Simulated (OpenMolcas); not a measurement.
**SiH4S (Si(SH)H3), step by step**

Wanted: a single-point energy (UHF/STO-3G), then the energy (CASSCF(2,2)/STO-3G), then the energy (CASPT2(2,2)/STO-3G), then a single-point energy (SC-NEVPT2(2,2)/STO-3G), then a single-point energy (MRCI(2,2)/STO-3G) of SiH4S (Si(SH)H3). 

The calculation is run with OpenMolcas 26.06.

2 further runs of the same task are left out: 1 for a known fault of the program, 1 set aside as unsound or not needed.

## (1) The system as given

SiH4S has 6 atoms, charge 0, and is taken as a singlet. As SMILES, `[H][Si]([H])([H])S`. The Si1–H4 distance was set to 3.629 Å, away from the relaxed value. At this shape a bond of the SMILES string is far longer than usual.

Bond lengths: Si1–S2 2.147 Å, S2–H3 1.325 Å, Si1–H5 1.457 Å, Si1–H6 1.458 Å. Angles: Si1–S2–H3 97.0°, S2–Si1–H5 107.7°, S2–Si1–H6 107.7°, H5–Si1–H6 111.3°.

## (2) The energy at UHF/STO-3G (run 1)

Contents of coord.xyz:

```xyz
6

Si    -1.906015    -0.005315     0.003482
S     -1.853505     0.029045     2.149532
H     -3.164035     0.069135     2.343302
H      1.606010    -0.020690    -0.909950
H     -2.610455     1.189825    -0.442098
H     -2.608125    -1.215875    -0.403958
```

Contents of step1.inp:

```
&GATEWAY
BASLIB=$CurrDir
COORD=coord.xyz
BASIS=STO-3G
GROUP=NoSym
&SEWARD
&SCF
UHF
SCRAMBLE=0.25
PRORBITALS=1 1
```

The basis set STO-3G is read from a file made from the Basis Set Exchange's data (not shown).

Run with:

```
$ export MOLCAS_MEM=1860
$ pymolcas step1.inp > step1.log
```

Log (excerpt; [...] marks lines left out):

```text
--- Start Module: gateway ---
[...]
--- Stop Module: gateway /rc=_RC_ALL_IS_WELL_ ---
--- Start Module: seward ---
[...]
      Basis functions           22
--- Stop Module: seward /rc=_RC_ALL_IS_WELL_ ---
--- Start Module: scf ---
[...]
       Convergence after  18 Iterations
[...]
::    Total SCF energy                               -680.9449508609
[...]
      Total spin, S                                     0.6179229419
[...]
      Total electronic charge=   34.000000
      Total            charge=   -0.000000
[...]
      Dipole Moment (debye):
      Origin of the operator (angstrom)=   -1.8664    0.0125    1.0849
                   X= -5.7433E-02               Y= -1.6172E-03               Z= -1.4853E+00           Total=  1.4864E+00
      Quadrupole Moment (debye*angstrom):
[...]
--- Stop Module: scf /rc=_RC_ALL_IS_WELL_ ---
[...]
```

Wall time 2 s (1 thread of Arm Neoverse V1, shared host); peak memory 0.37 GiB.

## (3) The energy at CASSCF(2,2)/STO-3G (run 2)

coord.xyz is that of step 2.

Contents of step2.input:

```
&gateway
 baslib=$CurrDir
 coord=coord.xyz
 basis=STO-3G
 group=NoSym

&seward

&rasscf
 fileorb=$CurrDir/step1.UnaOrb
 spin=1
 nactel=2 0 0
 inactive=16
 ras2=2
 orblisting=Nothing
 orbappear=Compact
```

The basis set STO-3G is read from a file made from the Basis Set Exchange's data (not shown).

Run with:

```
$ export MOLCAS_MEM=1860
$ pymolcas step2.input > step2.log
```

Log (excerpt; [...] marks lines left out):

```text
--- Start Module: gateway ---
[...]
--- Stop Module: gateway /rc=_RC_ALL_IS_WELL_ ---
--- Start Module: seward ---
[...]
      Basis functions           22
--- Stop Module: seward /rc=_RC_ALL_IS_WELL_ ---
--- Start Module: rasscf ---
[...]
      Number of active orbitals                  2
[...]
      Spin quantum number                      0.0
[...]
      Active orbitals                            2
[...]
      Number of CSFs                             3
[...]
      Number of root(s) required                 1
[...]
      Convergence after  7 iterations
[...]
      printout of CI-coefficients larger than  0.05 for root  1
      energy=    -680.945168
      conf/sym  11     Coeff  Weight
             1  20  -0.74469 0.55457
             3  02   0.66741 0.44543
      Natural orbitals and occupation numbers for root  1
      sym 1:   1.109137   0.890863
      ************************************************************************************************************************
      *                                                    Final results                                                     *
[...]
::    RASSCF root number  1 Total energy:   -680.94516789
[...]
      Total electronic charge=   34.000000
      Total            charge=   -0.000000
[...]
      Dipole Moment (debye):
      Origin of the operator (angstrom)=   -1.8664    0.0125    1.0849
                   X= -7.8920E-02               Y= -1.7235E-03               Z= -1.4859E+00           Total=  1.4880E+00
      Quadrupole Moment (debye*angstrom):
[...]
--- Stop Module: rasscf /rc=_RC_ALL_IS_WELL_ ---
[...]
```

Run time: 1.8 s. Hardware: 1 thread of Arm Neoverse V1, shared host; peak memory 0.37 GiB.

## (4) A single-point energy at CASPT2(2,2)/STO-3G (run 3)

coord.xyz is that of step 3.

Contents of step3.inp:

```
>>> EXPORT MOLCAS_PRINT=2

&GATEWAY
 BasLib=$CurrDir
 Coord=coord.xyz
 Basis=STO-3G
 Group=NoSym

&SEWARD

&RASSCF
 FileOrb=$CurrDir/step2.RasOrb
 Spin=1
 Nactel=2 0 0
 Inactive=16
 Ras2=2
 OrbListing=Nothing
 OrbAppear=Compact

&CASPT2
 Imaginary=0.1
 Frozen=10
```

The basis set STO-3G is read from a file made from the Basis Set Exchange's data (not shown).

Run with:

```
$ export MOLCAS_MEM=1860
$ pymolcas step3.inp > step3.log
```

Log (excerpt; [...] marks lines left out):

```text
--- Start Module: gateway ---
[...]
--- Stop Module: gateway /rc=_RC_ALL_IS_WELL_ ---
[...]
      Basis functions           22
[...]
--- Start Module: rasscf ---
[...]
      Number of active orbitals                  2
[...]
      Spin quantum number                      0.0
[...]
      Active orbitals                            2
[...]
      Number of CSFs                             3
[...]
      Number of root(s) required                 1
[...]
      Convergence after  4 iterations
[...]
      printout of CI-coefficients larger than  0.05 for root  1
      energy=    -680.945168
      conf/sym  11     Coeff  Weight
             1  20  -0.74469 0.55457
             3  02   0.66741 0.44543
      Natural orbitals and occupation numbers for root  1
      sym 1:   1.109137   0.890863
      ************************************************************************************************************************
      *                                                    Final results                                                     *
[...]
::    RASSCF root number  1 Total energy:   -680.94516789
[...]
      Total electronic charge=   34.000000
      Total            charge=   -0.000000
[...]
      Dipole Moment (debye):
      Origin of the operator (angstrom)=   -1.8664    0.0125    1.0849
                   X= -7.8926E-02               Y= -1.7233E-03               Z= -1.4859E+00           Total=  1.4880E+00
      Quadrupole Moment (debye*angstrom):
[...]
--- Stop Module: rasscf /rc=_RC_ALL_IS_WELL_ ---
--- Start Module: caspt2 ---
[...]
 ###    WARNING: User changed nr of frozen orbitals.                         ###
 ###############################################################################
[...]
      E2 (Variational):          -0.0514289957
      Total energy:            -680.9965968816
[...]
      Reference weight:           0.97351
[...]
::    CASPT2 Root  1     Total energy:   -680.99659688
[...]
--- Stop Module: caspt2 /rc=_RC_ALL_IS_WELL_ ---
[...]
```

It took 1.8 s on 1 thread of Arm Neoverse V1, shared host; peak memory 0.37 GiB.

## (5) A single-point energy at SC-NEVPT2(2,2)/STO-3G (run 4)

coord.xyz is that of step 4.

Contents of step4.inp:

```
* H4SSi NEVPT2
&GATEWAY
BasLib = $CurrDir
Coord = coord.xyz
Basis = STO-3G
Group = NoSym
&SEWARD
&RASSCF
FileOrb = $CurrDir/step2.RasOrb
Spin = 1
Nactel = 2 0 0
Inactive = 16
Ras2 = 2
OrbListing = Nothing
OrbAppear = Compact
&CASPT2
SC-NEVPT2
Frozen = 10
```

The basis set STO-3G is read from a file made from the Basis Set Exchange's data (not shown).

Run with:

```
$ export MOLCAS_MEM=1860
$ pymolcas step4.inp > step4.log
```

Log (excerpt; [...] marks lines left out):

```text
--- Start Module: gateway ---
[...]
--- Stop Module: gateway /rc=_RC_ALL_IS_WELL_ ---
[...]
      Basis functions           22
[...]
--- Start Module: rasscf ---
[...]
      Number of active orbitals                  2
[...]
      Spin quantum number                      0.0
[...]
      Active orbitals                            2
[...]
      Number of CSFs                             3
[...]
      Number of root(s) required                 1
[...]
      Convergence after  4 iterations
[...]
      printout of CI-coefficients larger than  0.05 for root  1
      energy=    -680.945168
      conf/sym  11     Coeff  Weight
             1  20  -0.74469 0.55457
             3  02   0.66741 0.44543
      Natural orbitals and occupation numbers for root  1
      sym 1:   1.109137   0.890863
      ************************************************************************************************************************
      *                                                    Final results                                                     *
[...]
::    RASSCF root number  1 Total energy:   -680.94516789
[...]
      Total electronic charge=   34.000000
      Total            charge=   -0.000000
[...]
      Dipole Moment (debye):
      Origin of the operator (angstrom)=   -1.8664    0.0125    1.0849
                   X= -7.8926E-02               Y= -1.7233E-03               Z= -1.4859E+00           Total=  1.4880E+00
      Quadrupole Moment (debye*angstrom):
[...]
--- Stop Module: rasscf /rc=_RC_ALL_IS_WELL_ ---
--- Start Module: caspt2 ---
[...]
 ###    WARNING: User changed nr of frozen orbitals.                         ###
 ###############################################################################
[...]
      E2 (Variational):          -0.0508764566
[...]
      E2 (Variational):          -0.0508693294
      Total energy:            -680.9960372154
[...]
      Reference weight:           0.97395
[...]
::    SC-NEVPT2 Root  1     Total energy:   -680.99603722
[...]
--- Stop Module: caspt2 /rc=_RC_ALL_IS_WELL_ ---
[...]
```

It took 1.8 s on 1 thread of Arm Neoverse V1, shared host; peak memory 0.37 GiB.

## (6) A single-point energy at MRCI(2,2)/STO-3G (run 5)

coord.xyz is that of step 5.

Contents of step5.inp:

```
* H4SSi MRCI
>>> EXPORT MOLCAS_PRINT=2

&GATEWAY
  BASLIB=$CurrDir
  COORD=coord.xyz
  BASIS=STO-3G
  GROUP=NoSym

&SEWARD

&RASSCF
  FILEORB=$CurrDir/step2.RasOrb
  SPIN=1
  NACTEL=2 0 0
  INACTIVE=16
  RAS2=2
  ORBLISTING=Nothing
  ORBAPPEAR=Compact

&MOTRA
  LUMORB
  FROZEN=10

&GUGA
  ELECTRONS=14
  SPIN=1
  INACTIVE=6
  ACTIVE=2
  CIALL=1

&MRCI
  SDCI
```

The basis set STO-3G is read from a file made from the Basis Set Exchange's data (not shown).

Run with:

```
$ export MOLCAS_MEM=1860
$ pymolcas step5.inp > step5.log
```

Log (excerpt; [...] marks lines left out):

```text
--- Start Module: gateway ---
[...]
--- Stop Module: gateway /rc=_RC_ALL_IS_WELL_ ---
[...]
      Basis functions           22
[...]
      Number of active orbitals                  2
[...]
      Spin quantum number                      0.0
[...]
      Active orbitals                            2
[...]
      Number of CSFs                             3
[...]
      Number of root(s) required                 1
[...]
      Convergence after  4 iterations
[...]
      printout of CI-coefficients larger than  0.05 for root  1
      energy=    -680.945168
      conf/sym  11     Coeff  Weight
             1  20  -0.74469 0.55457
             3  02   0.66741 0.44543
      Natural orbitals and occupation numbers for root  1
      sym 1:   1.109137   0.890863
      ************************************************************************************************************************
      *                                                    Final results                                                     *
[...]
::    RASSCF root number  1 Total energy:   -680.94516789
[...]
      Dipole Moment (debye):
      Origin of the operator (angstrom)=   -1.8664    0.0125    1.0849
                   X= -7.8926E-02               Y= -1.7233E-03               Z= -1.4859E+00           Total=  1.4880E+00
      Quadrupole Moment (debye*angstrom):
[...]
      *** WARNING: Default frozen orbitals is overwritten by user input.
      *** Default values:   7
[...]
--- Start Module: guga ---
[...]
--- Stop Module: guga /rc=_RC_ALL_IS_WELL_ ---
--- Start Module: mrci ---
[...]
       (But an ACPF correction will be computed)
       USE THE DEFAULT ACPF G-VALUE GFAC=  0.14285714285714285
[...]
                      CI ENERGY:  -681.01748478
[...]
                ACPF CORRECTION:    -0.00347926
[...]
      Total electronic charge=   34.000000
      Total            charge=   -0.000000
[...]
     ACPF CORRECTION:     -0.00347926
[...]
  CI State   1     Total energy:   -681.01748478     QDav:     -0.00409195     QACPF:     -0.00347926
[...]
--- Stop Module: mrci /rc=_RC_ALL_IS_WELL_ ---
[...]
```

Run time: 1.9 s. Hardware: 1 thread of Arm Neoverse V1, shared host; peak memory 0.37 GiB.

## (7) Results

| quantity | value |
| --- | --- |
| run 1, UHF/STO-3G: total energy | -680.94495 Eh |
| run 1, UHF/STO-3G: dipole moment | 1.49 D |
| run 1, UHF/STO-3G: HOMO energy | -6.75 eV |
| run 1, UHF/STO-3G: LUMO energy | 5.71 eV |
| run 1, UHF/STO-3G: HOMO–LUMO gap | 12.46 eV |
| run 1, UHF/STO-3G: ⟨S²⟩ | 1.000 |
| run 2, CASSCF(2,2)/STO-3G: total energy | -680.94517 Eh |
| run 2, CASSCF(2,2)/STO-3G: dipole moment (CASSCF density) | 1.49 D |
| run 3, CASPT2(2,2)/STO-3G: total energy | -680.99660 Eh |
| run 3, CASPT2(2,2)/STO-3G: dipole moment (CASSCF density) | 1.49 D |
| run 4, SC-NEVPT2(2,2)/STO-3G: total energy | -680.99604 Eh |
| run 4, SC-NEVPT2(2,2)/STO-3G: dipole moment (CASSCF density) | 1.49 D |
| run 5, MRCI(2,2)/STO-3G: total energy | -681.01748 Eh |
| run 5, MRCI(2,2)/STO-3G: dipole moment (CASSCF density) | 1.49 D |

In words: ⟨S²⟩ (run 1, UHF/STO-3G) is 1.00 where a pure singlet has 0.00: the reference is spin-contaminated. Mulliken charges (run 1, UHF/STO-3G) run from -0.16 on H5 to +0.48 on Si1; they depend strongly on the basis. Mulliken charges (run 3, CASPT2(2,2)/STO-3G) of the CASSCF density run from -0.16 on H5 to +0.48 on Si1. Mulliken charges (run 4, SC-NEVPT2(2,2)/STO-3G) of the CASSCF density run from -0.16 on H5 to +0.48 on Si1. Mulliken charges (run 5, MRCI(2,2)/STO-3G) of the CASSCF density run from -0.16 on H5 to +0.48 on Si1.
